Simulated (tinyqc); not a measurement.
Inside a calculation (part 3 of 3). Method: UHF in the sto-6g basis, for NH3+, spin multiplicity 2. Computed by tinyqc, a small Python program that keeps every step (integrals from PySCF). Command: `OMP_NUM_THREADS=1 python tinyqc.py 21610 21611 out.jsonl` (the two numbers bound the seeds that draw the settings). One thread of a shared host (Intel(R) Xeon(R) Processor @ 2.60GHz), about 0.3 s of CPU time with the checks.

Geometry (angstrom):
```
atom        x        y       z
N      0.0000   0.0000  0.3730
H      1.1540   0.0000  0.0000
H     -0.5770   0.9990  0.0000
H     -0.5770  -0.9990  0.0000
```

## Iteration 2: diagonalisation and new density

F(alpha) (hartree):
```
           1N 1s    1N 2s   1N 2px   1N 2py   1N 2pz    2H 1s    3H 1s    4H 1s
1N 1s   -16.4420  -3.9436   0.0000   0.0000   0.0027  -0.6581  -0.6586  -0.6586
1N 2s    -3.9436  -2.4666   0.0001   0.0000  -0.0425  -0.8371  -0.8375  -0.8375
1N 2px    0.0000   0.0001  -0.8732   0.0000   0.0000  -0.5604   0.2803   0.2803
1N 2py    0.0000   0.0000   0.0000  -0.8733   0.0000   0.0000  -0.4854   0.4854
1N 2pz    0.0027  -0.0425   0.0000   0.0000  -1.0019   0.1992   0.1993   0.1993
2H 1s    -0.6581  -0.8371  -0.5604   0.0000   0.1992  -0.7222  -0.2161  -0.2161
3H 1s    -0.6586  -0.8375   0.2803  -0.4854   0.1993  -0.2161  -0.7225  -0.2163
4H 1s    -0.6586  -0.8375   0.2803   0.4854   0.1993  -0.2161  -0.2163  -0.7225
```

F(beta) (hartree):
```
           1N 1s    1N 2s   1N 2px   1N 2py   1N 2pz    2H 1s    3H 1s    4H 1s
1N 1s   -16.4095  -3.9163   0.0000   0.0000   0.0044  -0.6523  -0.6528  -0.6528
1N 2s    -3.9163  -2.2474   0.0001   0.0000   0.1988  -0.8140  -0.8144  -0.8144
1N 2px    0.0000   0.0001  -0.7925   0.0000  -0.0001  -0.5533   0.2768   0.2768
1N 2py    0.0000   0.0000   0.0000  -0.7926   0.0000   0.0000  -0.4793   0.4793
1N 2pz    0.0044   0.1988  -0.0001   0.0000  -0.3438   0.1759   0.1760   0.1760
2H 1s    -0.6523  -0.8140  -0.5533   0.0000   0.1759  -0.7201  -0.2056  -0.2056
3H 1s    -0.6528  -0.8144   0.2768  -0.4793   0.1760  -0.2056  -0.7204  -0.2058
4H 1s    -0.6528  -0.8144   0.2768   0.4793   0.1760  -0.2056  -0.2058  -0.7204
```

X:
```
          1N 1s    1N 2s   1N 2px   1N 2py   1N 2pz    2H 1s    3H 1s    4H 1s
1N 1s    1.0228  -0.1381   0.0000   0.0000   0.0056   0.0176   0.0176   0.0176
1N 2s   -0.1381   1.2202  -0.0001   0.0000  -0.0578  -0.2209  -0.2211  -0.2211
1N 2px   0.0000  -0.0001   1.0888   0.0000   0.0000  -0.2200   0.1101   0.1101
1N 2py   0.0000   0.0000   0.0000   1.0888   0.0000   0.0000  -0.1906   0.1906
1N 2pz   0.0056  -0.0578   0.0000   0.0000   1.0167   0.0641   0.0642   0.0642
2H 1s    0.0176  -0.2209  -0.2200   0.0000   0.0641   1.1342  -0.0308  -0.0308
3H 1s    0.0176  -0.2211   0.1101  -0.1906   0.0642  -0.0308   1.1343  -0.0308
4H 1s    0.0176  -0.2211   0.1101   0.1906   0.0642  -0.0308  -0.0308   1.1343
```

Diagonalise F' = X^T F X, C = X C', fill 5 alpha and 4 beta electrons from the bottom; D(s) = C_occ C_occ^T. Each column has its largest component positive (the first on a tie).

F' = X^T F X (alpha) (hartree):
```
          1        2        3        4        5        6        7        8
1  -16.1919  -1.9259   0.0000   0.0000   0.0270  -0.0796  -0.0798  -0.0798
2   -1.9259  -1.5738   0.0000   0.0000  -0.1625  -0.3606  -0.3608  -0.3608
3    0.0000   0.0000  -0.6690   0.0000   0.0000  -0.4125   0.2063   0.2063
4    0.0000   0.0000   0.0000  -0.6691   0.0000   0.0000  -0.3573   0.3573
5    0.0270  -0.1625   0.0000   0.0000  -0.9558   0.1418   0.1418   0.1418
6   -0.0796  -0.3606  -0.4125   0.0000   0.1418  -0.3541  -0.0346  -0.0346
7   -0.0798  -0.3608   0.2063  -0.3573   0.1418  -0.0346  -0.3541  -0.0346
8   -0.0798  -0.3608   0.2063   0.3573   0.1418  -0.0346  -0.0346  -0.3541
```

orbital energies (alpha) (hartree): MO1 -16.4443, MO2 -1.6272, MO3 -1.0462, MO4 -1.0290, MO5 -1.0290, MO6 -0.0271, MO7 0.0404, MO8 0.0405

coefficients C (alpha):
```
            MO1      MO2      MO3      MO4      MO5      MO6      MO7      MO8
1N 1s    0.9967  -0.2337  -0.0205   0.0000   0.0000  -0.1326  -0.0003   0.0000
1N 2s    0.0153   0.9324   0.1563   0.0000  -0.0003   0.8739   0.0018   0.0000
1N 2px   0.0000  -0.0001   0.0021   0.0000   0.7304   0.0014  -0.8512   0.0000
1N 2py   0.0000   0.0000   0.0000   0.7305   0.0000   0.0000   0.0000   0.8512
1N 2pz  -0.0010   0.0583   0.9299   0.0000  -0.0028  -0.4259  -0.0008   0.0000
2H 1s   -0.0026   0.0747  -0.1394   0.0000   0.3730  -0.6431   0.9013   0.0000
3H 1s   -0.0026   0.0747  -0.1410   0.3227  -0.1859  -0.6408  -0.4524  -0.7816
4H 1s   -0.0026   0.0747  -0.1410  -0.3227  -0.1859  -0.6408  -0.4524   0.7816
```

F' = X^T F X (beta) (hartree):
```
          1        2        3        4        5        6        7        8
1  -16.1615  -1.9302   0.0000   0.0000  -0.0019  -0.0777  -0.0779  -0.0779
2   -1.9302  -1.3224   0.0000   0.0000   0.1048  -0.3692  -0.3694  -0.3694
3    0.0000   0.0000  -0.5790   0.0000   0.0000  -0.4203   0.2102   0.2102
4    0.0000   0.0000   0.0000  -0.5790   0.0000   0.0000  -0.3641   0.3641
5   -0.0019   0.1048   0.0000   0.0000  -0.3125   0.1059   0.1060   0.1060
6   -0.0777  -0.3692  -0.4203   0.0000   0.1059  -0.3601  -0.0297  -0.0297
7   -0.0779  -0.3694   0.2102  -0.3641   0.1060  -0.0297  -0.3601  -0.0298
8   -0.0779  -0.3694   0.2102   0.3641   0.1060  -0.0297  -0.0298  -0.3601
```

orbital energies (beta) (hartree): MO1 -16.4113, MO2 -1.4750, MO3 -0.9844, MO4 -0.9843, MO5 -0.3215, MO6 -0.0081, MO7 0.0749, MO8 0.0750

coefficients C (beta):
```
            MO1      MO2      MO3      MO4      MO5      MO6      MO7      MO8
1N 1s    0.9971  -0.2170   0.0000   0.0000  -0.0804  -0.1352   0.0002   0.0000
1N 2s    0.0134   0.8433   0.0000   0.0002   0.4104   0.8821  -0.0015   0.0000
1N 2px   0.0000  -0.0001   0.0000   0.6887   0.0000   0.0012   0.8853   0.0000
1N 2py   0.0000   0.0000   0.6887   0.0000   0.0000   0.0000   0.0000   0.8853
1N 2pz  -0.0012  -0.1509   0.0000   0.0000   0.8981  -0.4692   0.0008   0.0000
2H 1s   -0.0024   0.1243   0.0000   0.4155  -0.1460  -0.6338  -0.8825   0.0000
3H 1s   -0.0024   0.1244   0.3598  -0.2077  -0.1459  -0.6319   0.4428  -0.7653
4H 1s   -0.0024   0.1244  -0.3598  -0.2077  -0.1459  -0.6319   0.4428   0.7653
```

D(alpha) after iteration 2:
```
          1N 1s    1N 2s   1N 2px   1N 2py   1N 2pz    2H 1s    3H 1s    4H 1s
1N 1s    1.0485  -0.2059   0.0000   0.0000  -0.0337  -0.0172  -0.0172  -0.0172
1N 2s   -0.2059   0.8941   0.0000   0.0000   0.1996   0.0477   0.0477   0.0477
1N 2px   0.0000   0.0000   0.5336   0.0000   0.0000   0.2722  -0.1361  -0.1361
1N 2py   0.0000   0.0000   0.0000   0.5336   0.0000   0.0000   0.2357  -0.2357
1N 2pz  -0.0337   0.1996   0.0000   0.0000   0.8680  -0.1263  -0.1263  -0.1263
2H 1s   -0.0172   0.0477   0.2722   0.0000  -0.1263   0.1641  -0.0441  -0.0441
3H 1s   -0.0172   0.0477  -0.1361   0.2357  -0.1263  -0.0441   0.1641  -0.0441
4H 1s   -0.0172   0.0477  -0.1361  -0.2357  -0.1263  -0.0441  -0.0441   0.1641
```

D(beta) after iteration 2:
```
          1N 1s    1N 2s   1N 2px   1N 2py   1N 2pz    2H 1s    3H 1s    4H 1s
1N 1s    1.0414  -0.1696   0.0000   0.0000   0.0316  -0.0294  -0.0294  -0.0294
1N 2s   -0.1696   0.7114   0.0001   0.0000  -0.1272   0.1049   0.1048   0.1048
1N 2px   0.0000   0.0001   0.4744   0.0000   0.0000   0.2862  -0.1431  -0.1431
1N 2py   0.0000   0.0000   0.0000   0.4744   0.0000   0.0000   0.2478  -0.2478
1N 2pz   0.0316  -0.1272   0.0000   0.0000   0.0228  -0.0188  -0.0188  -0.0188
2H 1s   -0.0294   0.1049   0.2862   0.0000  -0.0188   0.1881  -0.0708  -0.0708
3H 1s   -0.0294   0.1048  -0.1431   0.2478  -0.0188  -0.0708   0.1881  -0.0708
4H 1s   -0.0294   0.1048  -0.1431  -0.2478  -0.0188  -0.0708  -0.0708   0.1881
```

## Iteration 29 (converged): orbitals

converged F(alpha) (hartree):
```
           1N 1s    1N 2s   1N 2px   1N 2py   1N 2pz    2H 1s    3H 1s    4H 1s
1N 1s   -16.0734  -3.8759   0.0000   0.0000   0.0026  -0.6477  -0.6482  -0.6482
1N 2s    -3.8759  -2.3227   0.0001   0.0000   0.0048  -0.7984  -0.7988  -0.7988
1N 2px    0.0000   0.0001  -0.7780   0.0000   0.0000  -0.5278   0.2640   0.2640
1N 2py    0.0000   0.0000   0.0000  -0.7780   0.0000   0.0000  -0.4572   0.4572
1N 2pz    0.0026   0.0048   0.0000   0.0000  -0.8689   0.1850   0.1851   0.1851
2H 1s    -0.6477  -0.7984  -0.5278   0.0000   0.1850  -0.6437  -0.2083  -0.2083
3H 1s    -0.6482  -0.7988   0.2640  -0.4572   0.1851  -0.2083  -0.6440  -0.2085
4H 1s    -0.6482  -0.7988   0.2640   0.4572   0.1851  -0.2083  -0.2085  -0.6440
```

converged F(beta) (hartree):
```
           1N 1s    1N 2s   1N 2px   1N 2py   1N 2pz    2H 1s    3H 1s    4H 1s
1N 1s   -16.0396  -3.8399   0.0000   0.0000   0.0051  -0.6405  -0.6409  -0.6409
1N 2s    -3.8399  -2.0977   0.0001   0.0000   0.1775  -0.7736  -0.7740  -0.7740
1N 2px    0.0000   0.0001  -0.6629   0.0000  -0.0001  -0.5271   0.2637   0.2637
1N 2py    0.0000   0.0000   0.0000  -0.6630   0.0000   0.0000  -0.4565   0.4565
1N 2pz    0.0051   0.1775  -0.0001   0.0000  -0.1429   0.1540   0.1541   0.1541
2H 1s    -0.6405  -0.7736  -0.5271   0.0000   0.1540  -0.6802  -0.1982  -0.1982
3H 1s    -0.6409  -0.7740   0.2637  -0.4565   0.1541  -0.1982  -0.6804  -0.1984
4H 1s    -0.6409  -0.7740   0.2637   0.4565   0.1541  -0.1982  -0.1984  -0.6804
```

As before.

F' = X^T F X (alpha) (hartree):
```
          1        2        3        4        5        6        7        8
1  -15.8221  -1.9180   0.0000   0.0000   0.0207  -0.0776  -0.0777  -0.0777
2   -1.9180  -1.4294  -0.0001   0.0000  -0.1049  -0.3591  -0.3593  -0.3593
3    0.0000  -0.0001  -0.5745   0.0000   0.0000  -0.4098   0.2050   0.2050
4    0.0000   0.0000   0.0000  -0.5744   0.0000   0.0000  -0.3550   0.3550
5    0.0207  -0.1049   0.0000   0.0000  -0.8288   0.1282   0.1283   0.1283
6   -0.0776  -0.3591  -0.4098   0.0000   0.1282  -0.2801  -0.0386  -0.0386
7   -0.0777  -0.3593   0.2050  -0.3550   0.1283  -0.0386  -0.2801  -0.0386
8   -0.0777  -0.3593   0.2050   0.3550   0.1283  -0.0386  -0.0386  -0.2801
```

orbital energies (alpha) (hartree): MO1 -16.0763, MO2 -1.4938, MO3 -0.9369, MO4 -0.9369, MO5 -0.8991, MO6 0.0315, MO7 0.1208, MO8 0.1209

coefficients C (alpha):
```
            MO1      MO2      MO3      MO4      MO5      MO6      MO7      MO8
1N 1s    0.9963  -0.2311   0.0000  -0.0001  -0.0361  -0.1368  -0.0002   0.0000
1N 2s    0.0170   0.9067   0.0000   0.0003   0.2082   0.8900   0.0017   0.0000
1N 2px   0.0000  -0.0001   0.0000   0.7250  -0.0005   0.0012  -0.8559   0.0000
1N 2py   0.0000   0.0000   0.7250   0.0000   0.0000   0.0000   0.0000   0.8559
1N 2pz  -0.0011  -0.0138   0.0000   0.0006   0.9429  -0.4003  -0.0007   0.0000
2H 1s   -0.0029   0.0931   0.0000   0.3783  -0.1164  -0.6454   0.8989   0.0000
3H 1s   -0.0029   0.0931   0.3277  -0.1893  -0.1161  -0.6433  -0.4511  -0.7796
4H 1s   -0.0029   0.0931  -0.3277  -0.1893  -0.1161  -0.6433  -0.4511   0.7796
```

F' = X^T F X (beta) (hartree):
```
          1        2        3        4        5        6        7        8
1  -15.7926  -1.9135   0.0000   0.0000   0.0019  -0.0763  -0.0764  -0.0764
2   -1.9135  -1.1713  -0.0001   0.0000   0.0800  -0.3630  -0.3632  -0.3632
3    0.0000  -0.0001  -0.4419   0.0000   0.0000  -0.4244   0.2123   0.2123
4    0.0000   0.0000   0.0000  -0.4419   0.0000   0.0000  -0.3677   0.3677
5    0.0019   0.0800   0.0000   0.0000  -0.1106   0.1011   0.1012   0.1012
6   -0.0763  -0.3630  -0.4244   0.0000   0.1011  -0.3303  -0.0332  -0.0332
7   -0.0764  -0.3632   0.2123  -0.3677   0.1012  -0.0332  -0.3302  -0.0332
8   -0.0764  -0.3632   0.2123   0.3677   0.1012  -0.0332  -0.0332  -0.3302
```

orbital energies (beta) (hartree): MO1 -16.0417, MO2 -1.3433, MO3 -0.8944, MO4 -0.8944, MO5 -0.1554, MO6 0.0692, MO7 0.1554, MO8 0.1555

coefficients C (beta):
```
            MO1      MO2      MO3      MO4      MO5      MO6      MO7      MO8
1N 1s    0.9969  -0.2124   0.0000   0.0000  -0.1067  -0.1253   0.0002   0.0000
1N 2s    0.0143   0.8085   0.0000   0.0002   0.5847   0.8138  -0.0017   0.0000
1N 2px   0.0000  -0.0001   0.0000   0.6443   0.0001   0.0014   0.9181   0.0000
1N 2py   0.0000   0.0000   0.6443   0.0000   0.0000   0.0000   0.0000   0.9181
1N 2pz  -0.0013  -0.1199   0.0000   0.0000   0.7799  -0.6533   0.0010   0.0000
2H 1s   -0.0025   0.1503   0.0000   0.4585  -0.2758  -0.5830  -0.8609   0.0000
3H 1s   -0.0025   0.1504   0.3971  -0.2292  -0.2756  -0.5809   0.4321  -0.7466
4H 1s   -0.0025   0.1504  -0.3971  -0.2292  -0.2756  -0.5809   0.4321   0.7466
```

D(alpha) after iteration 29:
```
          1N 1s    1N 2s   1N 2px   1N 2py   1N 2pz    2H 1s    3H 1s    4H 1s
1N 1s    1.0474  -0.2001   0.0000   0.0000  -0.0319  -0.0202  -0.0202  -0.0202
1N 2s   -0.2001   0.8657   0.0001   0.0000   0.1837   0.0602   0.0602   0.0602
1N 2px   0.0000   0.0001   0.5256   0.0000  -0.0001   0.2743  -0.1372  -0.1372
1N 2py   0.0000   0.0000   0.0000   0.5256   0.0000   0.0000   0.2376  -0.2376
1N 2pz  -0.0319   0.1837  -0.0001   0.0000   0.8892  -0.1108  -0.1108  -0.1108
2H 1s   -0.0202   0.0602   0.2743   0.0000  -0.1108   0.1653  -0.0494  -0.0494
3H 1s   -0.0202   0.0602  -0.1372   0.2376  -0.1108  -0.0494   0.1653  -0.0494
4H 1s   -0.0202   0.0602  -0.1372  -0.2376  -0.1108  -0.0494  -0.0494   0.1653
```

D(beta) after iteration 29:
```
          1N 1s    1N 2s   1N 2px   1N 2py   1N 2pz    2H 1s    3H 1s    4H 1s
1N 1s    1.0390  -0.1575   0.0000   0.0000   0.0242  -0.0344  -0.0344  -0.0344
1N 2s   -0.1575   0.6538   0.0001   0.0000  -0.0969   0.1216   0.1215   0.1215
1N 2px   0.0000   0.0001   0.4152   0.0000   0.0000   0.2954  -0.1477  -0.1477
1N 2py   0.0000   0.0000   0.0000   0.4152   0.0000   0.0000   0.2558  -0.2558
1N 2pz   0.0242  -0.0969   0.0000   0.0000   0.0144  -0.0180  -0.0180  -0.0180
2H 1s   -0.0344   0.1216   0.2954   0.0000  -0.0180   0.2328  -0.0825  -0.0825
3H 1s   -0.0344   0.1215  -0.1477   0.2558  -0.0180  -0.0825   0.2328  -0.0825
4H 1s   -0.0344   0.1215  -0.1477  -0.2558  -0.0180  -0.0825  -0.0825   0.2328
```

Within a degenerate level the vectors are fixed only up to a rotation; this is one choice.

## Convergence

Stop when the energy changes by less than 1e-09 hartree and every element of the error matrix X^T (F D S - S D F) X (for each spin) is below 9e-06.

Course of the cycle:
```
iteration  E (hartree)     change  largest element of the error matrix
1           -53.894864          -                             2.89e-01
2           -55.578495  -1.68e+00                             1.29e-01
3           -55.664255  -8.58e-02                             3.18e-02
4           -55.670043  -5.79e-03                             9.60e-03
5           -55.670629  -5.86e-04                             4.34e-03
6           -55.670787  -1.58e-04                             2.21e-03
7           -55.670860  -7.35e-05                             1.80e-03
8           -55.670900  -4.00e-05                             1.31e-03
9           -55.670923  -2.29e-05                             1.03e-03
10          -55.670936  -1.34e-05                             7.95e-04
11          -55.670944  -7.89e-06                             6.15e-04
12          -55.670949  -4.68e-06                             4.75e-04
13          -55.670952  -2.78e-06                             3.66e-04
14          -55.670953  -1.66e-06                             2.83e-04
15          -55.670954  -9.86e-07                             2.18e-04
16          -55.670955  -5.87e-07                             1.68e-04
17          -55.670955  -3.49e-07                             1.30e-04
18          -55.670956  -2.08e-07                             1.00e-04
19          -55.670956  -1.24e-07                             7.74e-05
20          -55.670956  -7.37e-08                             5.97e-05
21          -55.670956  -4.39e-08                             4.61e-05
22          -55.670956  -2.61e-08                             3.56e-05
23          -55.670956  -1.55e-08                             2.75e-05
24          -55.670956  -9.25e-09                             2.12e-05
25          -55.670956  -5.51e-09                             1.63e-05
26          -55.670956  -3.28e-09                             1.26e-05
27          -55.670956  -1.95e-09                             9.73e-06
28          -55.670956  -1.16e-09                             7.51e-06
29          -55.670956  -6.91e-10                             5.79e-06
```

PySCF UHF in the same basis, after a stability check = -55.670956 hartree

Converged in 29 iterations.

## Populations, bond orders and dipole

overlap S:
```
         1N 1s   1N 2s   1N 2px   1N 2py   1N 2pz    2H 1s    3H 1s    4H 1s
1N 1s   1.0000  0.2294   0.0000   0.0000   0.0000   0.0380   0.0380   0.0380
1N 2s   0.2294  1.0000   0.0000   0.0000   0.0000   0.3794   0.3796   0.3796
1N 2px  0.0000  0.0000   1.0000   0.0000   0.0000   0.3468  -0.1735  -0.1735
1N 2py  0.0000  0.0000   0.0000   1.0000   0.0000   0.0000   0.3004  -0.3004
1N 2pz  0.0000  0.0000   0.0000   0.0000   1.0000  -0.1121  -0.1122  -0.1122
2H 1s   0.0380  0.3794   0.3468   0.0000  -0.1121   1.0000   0.1202   0.1202
3H 1s   0.0380  0.3796  -0.1735   0.3004  -0.1122   0.1202   1.0000   0.1203
4H 1s   0.0380  0.3796  -0.1735  -0.3004  -0.1122   0.1202   0.1203   1.0000
```

Mulliken: Z minus the diagonal of D S on the atom; Loewdin: the same with S^(1/2) D S^(1/2); Mayer order: 2 sum_s sum (D(s) S)_ij (D(s) S)_ji over the two atoms.

Charges (e):
```
atom  Mulliken  Loewdin  Mulliken spin
1N     -0.0639   0.1259         1.2375
2H      0.3547   0.2915        -0.0792
3H      0.3546   0.2913        -0.0791
4H      0.3546   0.2913        -0.0791
```

Mayer bond orders:
```
pair   order
2-1   0.8395
3-1   0.8396
3-2   0.0142
4-1   0.8396
4-2   0.0142
4-3   0.0142
```

dipole moment about the origin, x y z (debye): 0.0004  0.0000  -0.0169

<S^2> of the determinant (pure state: 0.75) = 0.7707
